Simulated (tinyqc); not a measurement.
Inside a calculation. Method: geometry optimisation on the RHF/sto-3g surface (energies and gradients from PySCF), for H2O, spin multiplicity 1. Computed by tinyqc, a small Python program that keeps every step (integrals from PySCF). Settings: charge = 0, multiplicity = 1, basis = sto-3g, optimiser = bfgs, first Hessian = 0.15, largest step = 0.1, iteration cap = 30. Command: `OMP_NUM_THREADS=1 python tinyqc.py 31496 31497 out.jsonl` (the two numbers bound the seeds that draw the settings). One thread of a shared host (Intel(R) Xeon(R) Processor @ 2.60GHz), about 0.4 s of CPU time with the checks.

## Step 1: energy and gradient

positions at the start (bohr):
```
            x          y         z
1O   0.007559  -0.100155  0.035905
2H  -0.013228   1.405956  1.128166
3H  -0.003779  -1.543906  1.288793
```

Self-consistent energy and analytic gradient at these positions.

energy = -74.96482942 hartree

gradient (hartree/bohr):
```
              x            y            z
1O  -0.00008484   0.02596332  -0.00129031
2H   0.00013861   0.00084621  -0.01044192
3H  -0.00005377  -0.02680953   0.01173223
```

## Step 1: move

Quasi-Newton step p = -H^(-1) g (first H = 0.15 times the unit matrix); steps longer than 0.1 bohr are cut back (factor 0.370 here).

positions after step 1 (bohr):
```
            x          y         z
1O   0.007768  -0.164230  0.039089
2H  -0.013570   1.403868  1.153936
3H  -0.003647  -1.477744  1.259840
```

## Step 2: energy and gradient

As before.

energy = -74.96268948 hartree

gradient (hartree/bohr):
```
              x            y            z
1O  -0.00004764  -0.07054933   0.02396967
2H  -0.00036762   0.03190422   0.01778863
3H   0.00041526   0.03864511  -0.04175830
```

## Step 2: move

inverse Hessian in use (bohr^2/hartree):
```
           1          2          3          4          5          6          7          8
1   6.666696   0.000428  -0.002252   0.000001  -0.003714   0.000982  -0.000030   0.003286
2   0.000428   3.696363   0.830170  -0.015557   1.044038   0.841541   0.015129   1.926265
3  -0.002252   0.830170   6.591488   0.004417  -0.029640  -0.316332  -0.002165  -0.800530
4   0.000001  -0.015557   0.004417   6.666585   0.005584   0.004372   0.000080   0.009973
5  -0.003714   1.044038  -0.029640   0.005584   6.737878  -0.431398  -0.001869  -1.115249
6   0.000982   0.841541  -0.316332   0.004372  -0.431398   6.470207  -0.005353  -0.410143
7  -0.000030   0.015129  -0.002165   0.000080  -0.001869  -0.005353   6.666617  -0.013260
8   0.003286   1.926265  -0.800530   0.009973  -1.115249  -0.410143  -0.013260   5.855651
9   0.001270  -1.671711   0.391510  -0.008789   0.461038   0.512791   0.007519   1.210674

           9
1   0.001270
2  -1.671711
3   0.391510
4  -0.008789
5   0.461038
6   0.512791
7   0.007519
8   1.210674
9   5.762365
```

Quasi-Newton step p = -H^(-1) g (the inverse Hessian comes from BFGS updates; coordinates in the order x, y, z of each atom); steps longer than 0.1 bohr are cut back (factor 0.924 here).

positions after step 2 (bohr):
```
            x          y          z
1O   0.008164  -0.119577  -0.003005
2H  -0.013349   1.338675   1.156603
3H  -0.004264  -1.457204   1.299267
```

## Step 3: energy and gradient

As before.

energy = -74.96551940 hartree

gradient (hartree/bohr):
```
              x            y            z
1O   0.00007204   0.00162814  -0.00577195
2H   0.00000448  -0.00975711   0.00250098
3H  -0.00007652   0.00812897   0.00327098
```

## Step 3: move

inverse Hessian in use (bohr^2/hartree):
```
           1          2          3          4          5          6          7          8
1   6.666647  -0.002169   0.002071  -0.000010   0.003306  -0.000211   0.000030  -0.001137
2  -0.002169   3.727514   1.012150  -0.015248   1.362497   0.726476   0.017417   1.576656
3   0.002071   1.012150   6.220703   0.005171  -0.638412  -0.195237  -0.007243  -0.373739
4  -0.000010  -0.015248   0.005171   6.666588   0.006933   0.003812   0.000089   0.008315
5   0.003306   1.362497  -0.638412   0.006933   5.741581  -0.241666  -0.010239  -0.437412
6  -0.000211   0.726476  -0.195237   0.003812  -0.241666   6.456351  -0.003601  -0.484810
7   0.000030   0.017417  -0.007243   0.000089  -0.010239  -0.003601   6.666548  -0.007179
8  -0.001137   1.576656  -0.373739   0.008315  -0.437412  -0.484810  -0.007179   5.527422
9  -0.001860  -1.738626   0.641201  -0.008983   0.880078   0.405553   0.010844   0.858548

           9
1  -0.001860
2  -1.738626
3   0.641201
4  -0.008983
5   0.880078
6   0.405553
7   0.010844
8   0.858548
9   5.619913
```

Quasi-Newton step p = -H^(-1) g (the inverse Hessian comes from BFGS updates; coordinates in the order x, y, z of each atom); steps longer than 0.1 bohr are cut back.

positions after step 3 (bohr):
```
            x          y         z
1O   0.007748  -0.115454  0.026452
2H  -0.013305   1.390073  1.138402
3H  -0.003892  -1.512724  1.288010
```

## Convergence

Stop when the largest gradient component is below 3e-5 hartree/bohr. The inverse Hessian follows the BFGS update with s = step, y = change of gradient.

Course of the optimisation:
```
step   E (hartree)  largest gradient (hartree/bohr)
1     -74.96482942                         2.68e-02
2     -74.96268948                         7.05e-02
3     -74.96551940                         9.76e-03
4     -74.96574030                         9.58e-03
5     -74.96585018                         7.44e-03
6     -74.96507250                         2.55e-02
7     -74.96590101                         3.91e-04
8     -74.96590119                         2.49e-05
```

Final distances (angstrom):
```
pair   distance
2H-1O  0.989387
3H-1O  0.989395
3H-2H  1.516133
```

Converged in 8 steps.
